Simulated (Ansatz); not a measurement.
# AlBH₅N: up Jacob's ladder to CCSD(T)

One table from this session's results is given with a row withheld; the runs are named, their logs left out.

Computed with Ansatz 0.2.0, Gaussian basis. Level: functionals in def2-TZVPP, the program's frozen cores in correlated methods.

Plan: LDA (SPW92), PBE-D4, revPBE-D4, BLYP-D4, r2SCAN-D4, B97M-V, PBE0-D4, B3LYP-D4, r2SCANh-D4, r2SCAN0-D4, HSE06-D4, BHLYP-D4, CAM-B3LYP-D4, LC-ωPBE, ωB97X-V, ωB97M-V, B2PLYP, PBE-QIDH; CCSD(T)/def2-SVP; CCSD(T)/def2-TZVPP; MP2/def2-QZVPP; extrapolation to the limit; RPA on PBE.

## Structure used throughout

An earlier PBE0-D4 in a triple-zeta def2 set relaxation fixed the geometry.

8 atoms, charge 0, spin multiplicity 1.

Atoms are counted from 1 here; the program's logs count them from 0.

Bond lengths: B1–N2 1.404 Å, B1–H4 1.200 Å, B1–H5 1.201 Å, N2–Al3 1.803 Å, N2–H6 1.011 Å, Al3–H7 1.577 Å, Al3–H8 1.583 Å. Angles: N2–B1–H4 120.8°, N2–B1–H5 118.6°, H4–B1–H5 120.6°, B1–N2–Al3 124.4°, B1–N2–H6 115.8°, Al3–N2–H6 119.7°, N2–Al3–H7 118.3°, N2–Al3–H8 117.1°, H7–Al3–H8 124.6°.

The first run:

Input file in.yaml:

```yaml
crystal:
  periodic: [false, false, false]
  atoms:
    - {symbol: B, position_ang: [-0.740057, 0.961216, -0.693339]}
    - {symbol: N, position_ang: [-0.448598, 0.104424, 0.379443]}
    - {symbol: Al, position_ang: [0.977815, -0.996049, 0.447095]}
    - {symbol: H, position_ang: [-1.710020, 1.667497, -0.670796]}
    - {symbol: H, position_ang: [0.002591, 0.973525, -1.637240]}
    - {symbol: H, position_ang: [-1.101213, 0.127210, 1.151897]}
    - {symbol: H, position_ang: [1.974407, -1.002514, -0.774843]}
    - {symbol: H, position_ang: [1.137277, -1.892508, 1.742083]}
basis:
  gaussian: {orbitals: def2-TZVPP}
hamiltonian: {xc: lda}
output: {orbitals: {seedname: orbitals}}
```

Launch:

```sh
> ansatz run in.yaml --threads 2 --pin off --events-out ev --progress --plain --max-ram 4352MiB
```

Steps of the session up to this table: LDA; PBE-D4 (GGA); revPBE-D4 (GGA); BLYP-D4 (GGA); r2SCAN-D4 (meta-GGA); B97M-V (meta-GGA); PBE0-D4 (hybrid); B3LYP-D4 (hybrid); r2SCANh-D4 (hybrid); r2SCAN0-D4 (hybrid); HSE06-D4 (hybrid); BHLYP-D4 (hybrid); CAM-B3LYP-D4 (range-separated); LC-ωPBE (range-separated); ωB97X-V (range-separated); ωB97M-V (range-separated); B2PLYP (double hybrid); PBE-QIDH (double hybrid).

One of the session's tables, all rows but one given; the rest of the session is left out.

It belongs to the step «Orbital energies across the functionals». 

```
  functional  HOMO (eV)  LUMO (eV)  gap (eV)
 LDA (SPW92)      -7.14      -2.38      4.76
      PBE-D4      -7.12      -2.12      5.00
   revPBE-D4      -7.10      -2.01      5.09
     BLYP-D4          ?          ?         ?
   r2SCAN-D4      -7.43      -1.74      5.69
      B97M-V      -7.54      -1.99      5.56
     PBE0-D4      -8.46      -1.30      7.16
    B3LYP-D4      -8.29      -1.52      6.77
  r2SCANh-D4      -7.92      -1.47      6.46
  r2SCAN0-D4      -8.66      -1.07      7.60
    HSE06-D4      -8.06      -1.67      6.39
    BHLYP-D4      -9.76      -0.49      9.27
CAM-B3LYP-D4      -9.91      -0.37      9.54
     LC-ωPBE     -11.28       0.73     12.02
     ωB97X-V     -10.93       0.62     11.55
     ωB97M-V     -10.73       0.33     11.05
```

Q: Estimate the row for BLYP-D4 from the others.

Worked estimate for «HOMO (eV)». Against the share of exact exchange, B3LYP-D4 (0.2, -8.29), BHLYP-D4 (0.5, -9.76) give a slope of -4.90 per unit share; at 0 the line stands at -7.31.

The run gave: HOMO (eV): -7.06; LUMO (eV): -2.00; gap (eV): 5.06. In «HOMO (eV)» the line misses by -0.25.
